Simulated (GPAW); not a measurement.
**C2H8N+ (SMILES CC[NH3+]): revPBE/real-space grid (scalar-relativistic datasets)**

Wanted: ionisation energies of C2H8N+. The job is set up through an ASE script.

Program for the calculation: GPAW 26.7.0.

2 further runs of the same task are left out: 1 that didn't finish, 1 set aside as unsound or not needed.

### 1 The structure to begin with

C2H8N+: 11 atoms, total charge +1, spin state singlet. SMILES: `CC[NH3+]`. The coordinates come from a GFN2-xTB relaxation.

Bond lengths: C1–C2 1.514 Å, C2–N3 1.500 Å, C1–H4 1.087 Å, C1–H5 1.086 Å, C1–H6 1.087 Å, C2–H7 1.091 Å, C2–H8 1.091 Å, N3–H9 1.029 Å, N3–H10 1.028 Å, N3–H11 1.029 Å. Some angles: C1–C2–N3 109.8°, C1–C2–H7 110.8°, C1–C2–H8 110.8°, N3–C2–H7 108.3°, N3–C2–H8 108.3°, C2–C1–H4 111.4°, C2–C1–H5 109.4°, C2–C1–H6 111.4°, C2–N3–H9 109.7°, C2–N3–H10 111.7°.

### 2 Ionisation energies at revPBE/real-space grid (scalar-relativistic datasets)

Contents of gs.xyz:

```xyz
11

C     -1.023270     0.531510    -0.488490
C      0.448580     0.185820    -0.403130
N      0.698050    -0.677850     0.797520
H     -1.635140    -0.360450    -0.597620
H     -1.197050     1.157810    -1.358400
H     -1.352510     1.085470     0.387050
H      1.053600     1.088070    -0.307060
H      0.770350    -0.360740    -1.290380
H      0.408230    -0.179170     1.650030
H      1.690380    -0.931390     0.882810
H      0.138790    -1.539070     0.727660
```

Contents of run.py:

```python
from ase.io import read
from gpaw import GPAW

atoms = read('gs.xyz')
atoms.center(vacuum=4.5)

energies = {}
for name, charge, unpaired in [('start', 1, 0), ('oxidised', 2, 1)]:
    atoms.set_initial_magnetic_moments([unpaired / len(atoms)] * len(atoms))
    calc = GPAW(mode='fd',
                h=0.18,
                symmetry='off',
                occupations={'name': 'fermi-dirac', 'width': 0.0, 'fixmagmom': unpaired > 0},
                xc='revPBE',
                maxiter=100,
                charge=charge,
                txt=f'{name}.txt')
    atoms.calc = calc
    energies[name] = atoms.get_potential_energy()
    print(f'{name:10} {energies[name]:12.5f} eV')

ip = energies['oxidised'] - energies['start']
print(f'Vertical IP             {ip:.3f} eV')
```

Command:

```
$ python run.py > run.log
```

Q: Predict the results. Wanted: first ionisation energy.

**Answer.** As computed:

Level: revPBE/real-space grid (scalar-relativistic datasets).

```
               quantity     value
first ionisation energy  17.60 eV
```
